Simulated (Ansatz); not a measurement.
Method: Ansatz (a quantum-chemistry and plane-wave program) with PBE0-D3(BJ)/def2-TZVP. No frequencies were computed at this level.

Ansatz 0.2 input:
```yaml
crystal:
  periodic: [false, false, false]
  atoms:
    - { symbol: C, position_ang: [0.814986, 0.271108, 0.056297] }
    - { symbol: C, position_ang: [-0.451191, 0.037015, 0.074158] }
    - { symbol: H, position_ang: [1.713272, -0.175034, -0.30153] }
    - { symbol: H, position_ang: [-0.921467, -0.846452, -0.368236] }
    - { symbol: H, position_ang: [-1.155601, 0.713364, 0.539309] }
basis:
  gaussian: { orbitals: def2-tzvp }
hamiltonian:
  xc: pbe0
  dispersion: d3bj
relax:
  max_steps: 150
magnetization:
  spin_polarized: true
  initial_magnetization: 1
```

Output:

```
Functional definition: PBE0
492 factors; their error is unknown
mean field evaluation 1: about -2113.6260 eV, gradient 3.0e1 eV
mean field evaluation 2: about -2113.3958 eV, gradient 2.9e1 eV
mean field evaluation 4: about -2117.8042 eV, gradient 2.6e0 eV
mean field evaluation 8: about -2117.8404 eV, gradient 6.8e-2 eV
mean field evaluation 16: about -2117.8376 eV, gradient 5.4e-5 eV
mean field -2117.83755491 eV, -77.8290946209 hartree, gradient 5.4e-5 eV, S^2 0.763364; 0 other end points of the search recorded, 0 dependent functions left out
reference -2117.83757723 eV, -77.8290954412 hartree; 8, 7 occupied and 72, 73 virtual orbitals, 492 factors
relax step   1: F+E_penalty+E_count = -2117.87777856 eV  Δ(F+E_penalty+E_count) = +0.000e0 eV  max|allowed force component| = 9.103e-1 eV/Å  Δτ_max = 0.0000 Å  (28 SCF iters, accepted)
these checks for a lower state are left out or cut short: starts, cluster_reference, orbital_swaps, neighbouring_geometries, increment
492 factors; their error is unknown
mean field -2117.85016122 eV, -77.8295578944 hartree, gradient 1.3e-5 eV, S^2 0.764048; 0 other end points of the search recorded, 0 dependent functions left out
reference -2117.85018354 eV, -77.8295587148 hartree; 8, 7 occupied and 72, 73 virtual orbitals, 492 factors
relax step   2: F+E_penalty+E_count = -2117.89034682 eV  Δ(F+E_penalty+E_count) = -1.257e-2 eV  max|allowed force component| = 3.364e-1 eV/Å  Δτ_max = 0.0123 Å  (37 SCF iters, accepted)
these checks for a lower state are left out or cut short: starts, cluster_reference, orbital_swaps, neighbouring_geometries, increment
492 factors; their error is unknown
mean field -2117.85251139 eV, -77.8296442617 hartree, gradient 1.2e-5 eV, S^2 0.764282; 0 other end points of the search recorded, 0 dependent functions left out
reference -2117.85253373 eV, -77.8296450825 hartree; 8, 7 occupied and 72, 73 virtual orbitals, 492 factors
relax step   3: F+E_penalty+E_count = -2117.89269699 eV  Δ(F+E_penalty+E_count) = -2.350e-3 eV  max|allowed force component| = 6.368e-2 eV/Å  Δτ_max = 0.0125 Å  (37 SCF iters, accepted)
these checks for a lower state are left out or cut short: starts, cluster_reference, orbital_swaps, neighbouring_geometries, increment
492 factors; their error is unknown
mean field evaluation 32: about -2117.8561 eV, gradient 3.8e-1 eV
mean field -2117.85304284 eV, -77.8296637919 hartree, gradient 1.5e-5 eV, S^2 0.764263; 0 other end points of the search recorded, 0 dependent functions left out
reference -2117.85306518 eV, -77.8296646129 hartree; 8, 7 occupied and 72, 73 virtual orbitals, 492 factors
relax step   4: F+E_penalty+E_count = -2117.89324720 eV  Δ(F+E_penalty+E_count) = -5.502e-4 eV  max|allowed force component| = 8.385e-3 eV/Å  Δτ_max = 0.0099 Å  (35 SCF iters, accepted)
492 factors; their error is unknown
mean field -2117.85304284 eV, -77.8296637919 hartree, gradient 1.2e-5 eV, S^2 0.764263; 1 other end points of the search recorded, 0 dependent functions left out
reference -2117.85306518 eV, -77.8296646129 hartree; 8, 7 occupied and 72, 73 virtual orbitals, 492 factors
Total energy: -2117.89326954 eV, -77.8311420960 hartree
Atom 0 at     0.814147     0.275515     0.058843 Å, force    -0.002828     0.008385     0.005724 eV/Å
Atom 1 at    -0.466041     0.042378     0.079040 Å, force     0.005311     0.000882     0.000171 eV/Å
Atom 2 at     1.715320    -0.190491    -0.310484 Å, force     0.003367    -0.007504    -0.005157 eV/Å
Atom 3 at    -0.894306    -0.853975    -0.375707 Å, force    -0.001114     0.002581     0.001575 eV/Å
Atom 4 at    -1.169122     0.726575     0.548306 Å, force    -0.004736    -0.004344    -0.002313 eV/Å
Dipole moment:    -0.043964    -0.123403    -0.064312 e Å
```

Cost: around 5 core-seconds (rough).
